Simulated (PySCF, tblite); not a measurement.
Breaking a bond: CHN, SMILES C#N. The C1–H3 bond (C1 also carries N; H3 carries nothing else) is stretched with both fragments frozen at the PBE0/def2-TZVP optimised geometry.

- GFN2-xTB, 300 K electronic temperature (tblite)
- UCCSD(T) = CCSD(T) on UHF/cc-pVDZ, 2 core orbitals frozen (PySCF 2.14.0)

Energies relative to the lowest point of each curve near equilibrium, in kJ/mol; the last columns give the difference from UCCSD(T):

```csv
R / Å,GFN2-xTB,UCCSD(T),GFN2-xTB − UCCSD(T)
0.86,110.2,145.8,-35.6
0.92,45.7,68.1,-22.4
0.97,16.3,29.2,-12.9
0.99,9.2,18.8,-9.6
1.03,1.2,5.3,-4.1
1.07,0.0,0.0,0.0
1.11,3.9,1.2,2.7
1.13,7.4,3.8,3.6
1.16,14.2,9.8,4.4
1.23,35.6,31.7,3.9
1.31,66.0,65.6,0.4
1.44,121.6,131.0,-9.5
1.60,191.7,214.9,-23.1
1.76,257.9,297.9,-40.1
1.94,323.8,378.6,-54.8
2.11,376.7,439.2,-62.5
2.36,438.2,496.0,-57.7
2.61,482.5,519.3,-36.8
2.90,516.5,527.9,-11.3
3.21,538.0,530.6,7.4
3.71,—,531.8,—
```

GFN2-xTB is furthest from UCCSD(T) at 2.11 (-62.5 kJ/mol, below); its mean absolute difference over the points is 20.1 kJ/mol.

Dashes: no converged value, or the column stops at the first point that the program doubted or that broke a chosen test of continuity, which isn't proof of a fault.

The unrestricted determinant behind UCCSD(T) is spin-contaminated at 1.76 to 3.71 Å (<S²> up to 1.3, against 0.00 for a pure singlet).
